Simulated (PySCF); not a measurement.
# Stretching SiS⁺

Set-up: Si aug-pcseg-1, S aug-pcseg-1; no relativity (PySCF 2.14). Energies in eV from Si⁺ + S in their ground configurations at the same level. State: ²Π (doublet), unpaired electrons π ↑.

All columns are UHF. A positive dipole points towards S; it is taken about the centre of mass and depends on that origin.

```json
{"R (Å)": "1.796", "E (eV)": "-1.172", "μ (D)": "-1.11", "Mulliken charge on Si (basis-dependent)": "0.89", "HOMO (eV)": "-17.41", "LUMO (eV)": "-9.00", "Mayer bond order": "0.89", "⟨S²⟩": "0.76"}
{"R (Å)": "1.880", "E (eV)": "-1.856", "μ (D)": "-1.61", "Mulliken charge on Si (basis-dependent)": "0.97", "HOMO (eV)": "-17.48", "LUMO (eV)": "-8.67", "Mayer bond order": "0.84", "⟨S²⟩": "0.76"}
{"R (Å)": "1.964", "E (eV)": "-2.215", "μ (D)": "-2.14", "Mulliken charge on Si (basis-dependent)": "1.05", "HOMO (eV)": "-17.50", "LUMO (eV)": "-8.37", "Mayer bond order": "0.81", "⟨S²⟩": "0.76"}
{"R (Å)": "2.026", "E (eV)": "-2.328", "μ (D)": "-2.54", "Mulliken charge on Si (basis-dependent)": "1.11", "HOMO (eV)": "-17.48", "LUMO (eV)": "-8.17", "Mayer bond order": "0.81", "⟨S²⟩": "0.76"}
{"R (Å)": "2.089", "E (eV)": "-2.342", "μ (D)": "-2.94", "Mulliken charge on Si (basis-dependent)": "1.16", "HOMO (eV)": "-17.14", "LUMO (eV)": "-7.99", "Mayer bond order": "0.81", "⟨S²⟩": "0.76"}
{"R (Å)": "2.152", "E (eV)": "-2.280", "μ (D)": "-3.34", "Mulliken charge on Si (basis-dependent)": "1.21", "HOMO (eV)": "-16.82", "LUMO (eV)": "-7.83", "Mayer bond order": "0.81", "⟨S²⟩": "0.76"}
{"R (Å)": "2.235", "E (eV)": "-2.113", "μ (D)": "-3.86", "Mulliken charge on Si (basis-dependent)": "1.26", "HOMO (eV)": "-16.41", "LUMO (eV)": "-7.66", "Mayer bond order": "0.82", "⟨S²⟩": "0.77"}
{"R (Å)": "2.340", "E (eV)": "-1.812", "μ (D)": "-4.49", "Mulliken charge on Si (basis-dependent)": "1.32", "HOMO (eV)": "-15.96", "LUMO (eV)": "-7.51", "Mayer bond order": "0.83", "⟨S²⟩": "0.77"}
{"R (Å)": "2.465", "E (eV)": "-1.379", "μ (D)": "-5.18", "Mulliken charge on Si (basis-dependent)": "1.35", "HOMO (eV)": "-15.49", "LUMO (eV)": "-7.40", "Mayer bond order": "0.84", "⟨S²⟩": "0.79"}
{"R (Å)": "2.632", "E (eV)": "-0.807", "μ (D)": "-5.74", "Mulliken charge on Si (basis-dependent)": "1.30", "HOMO (eV)": "-15.08", "LUMO (eV)": "-7.30", "Mayer bond order": "0.74", "⟨S²⟩": "0.98"}
```

A fit through these points gives, at Re = 2.067 Å, μ = -2.80 D and dμ/dR = -6.41 D/Å; the reduced mass is 14.92 u.

How strong is the fundamental in the double-harmonic approximation, I = 42.26·(dμ/dR)²/μred km/mol?

I = 42.26·(-6.41)²/14.92 = 116 km/mol at UHF.

⟨S²⟩ of the unrestricted solution departs from its pure value on part of the curve, where spin states mix. For an ion De counts to the pair picked by the measured ionisation energies or electron affinities, which need not be the lowest pair at this level. Hartree–Fock leaves out correlation, which carries a large part of most bond energies and some tenths to 1 eV of ionisation energies. The state was picked by a PBE0 search and need not be the measured ground state.
